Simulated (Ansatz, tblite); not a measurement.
# The cluster Hf₂Si: one state, many levels

How do method and basis change the picture of the cluster Hf₂Si (singlet)?

Method: as each input shows; program: Ansatz 0.2.0, Gaussian basis.

Levels to be run: GFN2-xTB, PBE-D4/def2-TZVP, r2SCAN-D4/def2-TZVP, r2SCAN0-D4/def2-TZVP, ωB97M-V/def2-TZVP, LDA/def2-TZVP, ωB97X-V/def2-TZVP, HSE06-D4/def2-TZVP, LC-ωPBE(0.10)/def2-TZVP, LC-ωPBE(0.15)/def2-TZVP, LC-ωPBE(0.20)/def2-TZVP, LC-ωPBE(0.30)/def2-TZVP, PBE-D4/def2-SVP, PBE0-D4/def2-SVP, PBE0-D4/def2-TZVPD, PBE-D4/def2-TZVPD, r2SCAN-D4/def2-TZVPD, CCSD(T)/def2-TZVPP, MP2/def2-TZVP, RPA/def2-TZVP, CCSD(T)/def2-TZVPD.

1 further run of the same task is left out (set aside as unsound or not needed).

### 1 The structure

The geometry is that of the singlet, from an earlier relaxation (r2SCAN-D4/def2-TZVP). At that level it is the lowest of the isomers that a small search found.

3 atoms, charge 0, spin multiplicity 1.

Bond lengths: Hf1–Si3 2.479 Å, Hf2–Si3 2.479 Å. Angles: Hf1–Si3–Hf2 62.8°.

Hf takes a core potential in the def2 sets. No spin-orbit coupling is included.

PBE0-D4/def2-TZVP was run before; its log isn't repeated, and its numbers join the tables.

### 2 GFN2-xTB

Tight binding, by tblite at 300 K electronic temperature and without a spin-polarisation term:

```python
tblite.interface.Calculator('GFN2-xTB', numbers, positions, charge=0, uhf=0).singlepoint()
```

Energy -120.7289 eV, HOMO -7.44 eV, LUMO -7.18 eV; 0.007 s.

### 3 PBE-D4/def2-TZVP

start.molden holds the orbitals of an earlier run on this state, given as this run's starting guess.

Input file in.yaml:

```yaml
crystal:
  periodic: [false, false, false]
  atoms:
    - {symbol: Hf, position_ang: [-1.563502, 1.418465, -1.513523]}
    - {symbol: Hf, position_ang: [-2.614702, -0.165652, 0.234359]}
    - {symbol: Si, position_ang: [-0.156396, 0.024187, -0.023137]}
basis:
  gaussian: {orbitals: def2-TZVP, initial_orbitals: start.molden}
hamiltonian: {xc: pbe, dispersion: d4}
scf: {omitted_lower_state_checks: [starts]}
output: {forces: true, orbitals: {seedname: orbitals}}
```

The run is started by

```console
> ansatz run in.yaml --threads 2 --pin off --events-out ev --progress --plain --max-ram 4352MiB
```

After this run come: r2SCAN-D4/def2-TZVP; r2SCAN0-D4/def2-TZVP; ωB97M-V/def2-TZVP; LDA/def2-TZVP; ωB97X-V/def2-TZVP; HSE06-D4/def2-TZVP; LC-ωPBE(0.10)/def2-TZVP; LC-ωPBE(0.15)/def2-TZVP; LC-ωPBE(0.20)/def2-TZVP; LC-ωPBE(0.30)/def2-TZVP; PBE-D4/def2-SVP; PBE0-D4/def2-SVP; PBE0-D4/def2-TZVPD; PBE-D4/def2-TZVPD; r2SCAN-D4/def2-TZVPD; CCSD(T)/def2-TZVPP; MP2/def2-TZVP; RPA/def2-TZVP; CCSD(T)/def2-TZVPD.

Q: Predict the results of all the runs planned. Wanted: gap in def2-TZVP, named functionals, smallest and largest; gap over the ω; correlation energy, CCSD(T)/def2-TZVPP; correlation energy, MP2/def2-TZVP; correlation energy, CCSD(T)/def2-TZVPD; binding an atom, CCSD(T)/def2-TZVPP; PBE0 total energy, smallest basis above largest.

**Answer**, as computed:

```
                                                 quantity                                value
gap in def2-TZVP, named functionals, smallest and largest  0.08 eV (PBE-D4), 5.12 eV (ωB97X-V)
                                  gap over the ω (1/bohr)       2.85 eV at 0.1, 5.11 eV at 0.3
                   correlation energy, CCSD(T)/def2-TZVPP                            -22.78 eV
                        correlation energy, MP2/def2-TZVP                            -20.38 eV
                   correlation energy, CCSD(T)/def2-TZVPD                            -20.61 eV
                      binding an atom, CCSD(T)/def2-TZVPP                             2.372 eV
          PBE0 total energy, smallest basis above largest       3.21 eV (def2-SVP, def2-TZVPD)
```

**Reading.** Over the named functionals in def2-TZVP the gap runs from 0.08 eV (PBE-D4) to 5.12 eV (ωB97X-V); exact exchange widens it. Raising the ω (1/bohr) from 0.1 to 0.3 moves the HOMO by -1.06 eV and the LUMO by +1.20 eV. The functionals in def2-TZVP miss CCSD(T)/def2-TZVPP by -0.499 (ωB97M-V) to +0.708 eV (LDA) an atom. The reference is CCSD(T) in one finite basis, so it carries an error of its own, often a tenth of an eV or more, and near misses can't be ranked. LDA leaves an empty level below a filled one, so this occupation isn't an aufbau state there; left out of the range.
